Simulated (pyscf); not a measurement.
Optimised with ωB97X-D3(BJ)/def2-SVP in PySCF.

### Question
Cl–SnH(Cl)–Cl (SMILES [Cl][SnH]([Cl])[Cl]) + HF (SMILES F) -> Cl–Sn:–Cl (SMILES [Cl][Sn][Cl]) [singlet] + HCl (SMILES Cl) + HF (SMILES F)
Surface: singlet. Broken: Cl–Sn, H–Sn, F–H. Formed: Cl–H, F–H. Give ΔE‡ and ΔE from ωB97M-D3(BJ)/def2-TZVP, relative to the separated reactants.

### Answer
ΔE‡ = 25.6 kcal/mol, ΔE = +9.1 kcal/mol. Zero-point energy shifts the barrier by -0.8 kcal/mol. It is a multi-bond step, with an imaginary mode of 1340i cm⁻¹. On the reactant side the descent ends in a complex, 5.4 kcal/mol under the separated species and 33.0 kcal/mol under the saddle at ωB97X-D3(BJ)/def2-TZVP. On the product side the descent ends in a bound adduct, 10.4 kcal/mol under the separated species and 22.6 kcal/mol under the saddle at ωB97X-D3(BJ)/def2-TZVP. The same reactants have a lower exit, to HCl + F–SnH(Cl)–Cl (barrier +17.2 kcal/mol at ωB97M-D3(BJ)/def2-TZVP, against +25.6 kcal/mol here). This is the saddle that the search found; another between the same sides may lie lower. Elements past Kr carry the def2 core potentials, without spin-orbit coupling.
